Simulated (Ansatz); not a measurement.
How far each method lies from full CI for HBeGa, singlet

Geometry: a point of a breathe scan, not a stationary point.

```yaml
atoms:
  - { symbol: Ga, position_ang: [0.0000, 0.0000, 2.7249] }
  - { symbol: Be, position_ang: [0.0000, 0.0000, -0.4952] }
  - { symbol: H, position_ang: [0.0000, 0.0000, -2.2297] }
```

Basis cc-pVDZ; Ansatz 0.2.0. Correlated methods freeze the noble-gas cores and the filled d shells of p-block atoms, which leaves 6 electrons in 31 orbitals. Prefix R: restricted or restricted open-shell reference. Active spaces: pair = (2e, 2o) about the gap. No spin–orbit coupling is included, and no scalar relativity.

Full CI is exact within this basis and frozen core; it isn't the basis-set limit.

```
UHF ⟨S²⟩                          : 0.095
T1 diagnostic (RCCSD)             : 0.0181
largest doubles amplitude (RCCSD) : 0.147
```

Problem. From what is known of these methods and the diagnostics, rank them by the size of their error in total energy against full CI in cc-pVDZ, smallest first (an estimate: the text doesn't fix the numbers).
A. RHF
B. RCCSDT
C. MRCISD+Q (pair space)
D. CISD
E. CASSCF (pair space)

Solution. B (0.7 kJ/mol), C (4.9 kJ/mol), D (30.1 kJ/mol), E (255.1 kJ/mol), A (303.6 kJ/mol).

All errors are against full CI in cc-pVDZ. Below it: MRCISD+Q (pair space). Within each family the higher level lies nearer, as is usual though not guaranteed.

The full-CI state has the irrep A1 of C2v, in the program's axes (one component, if the state is degenerate).

Natural occupations of full CI about the gap: 1.933 1.910 1.844 0.093 0.043 0.043 0.033 0.025 0.025 0.008; effectively unpaired electrons, Σ n²(2−n)², 0.18.
